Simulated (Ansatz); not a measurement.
One stationary structure of BAs. Space group F-43m (No. 216), zinc blende type. Method: PBE (plane waves to 420 eV, PAW, scalar-relativistic; Ansatz, an electronic-structure program).

Space group F-43m (No. 216); a = b = c = 4.809 Å, α = β = γ = 90.00°

| atom | site | symmetry | x | y | z |
|---|---|---|---|---|---|
| B | 4b | -43m | 0.5000 | 0.5000 | 0.5000 |
| As | 4c | -43m | 0.2500 | 0.2500 | 0.2500 |
(The calculation used a cell of 2 atoms; values per cell refer to that cell.)

```yaml
volume_per_atom: 13.90 Å³
density: 5.12 g/cm³
band_gap: 1.21 eV, indirect (valence top at Γ, conduction bottom at 82 % of the way from Γ to X) (no spin-orbit coupling)
smallest_direct_gap: 3.25 eV at Γ
shortest_distances: As–B 2.08 Å; As–As 3.40 Å; B–B 3.40 Å
k-mesh: 12×12×12
```

No spin polarisation in the result.

Measured for BAs: a 4.777 Å (room temperature; as listed in M J Lucero, T M Henderson, G E Scuseria, Journal of Physics Condensed Matter (2012)); gap 1.82 eV (room temperature; as listed in Joon Sang Kang et al., Applied Physics Letters (2019)). Computed minus measured — a: PBE +0.7 %; gap: PBE -0.61 eV. The computed values are for a static lattice, and a measured gap can be an optical one, lowered by exciton binding.

It was reached from a disturbed copy of a Fm-3m (No. 225) cell (rock salt type), against which it lies -0.90 eV/atom.
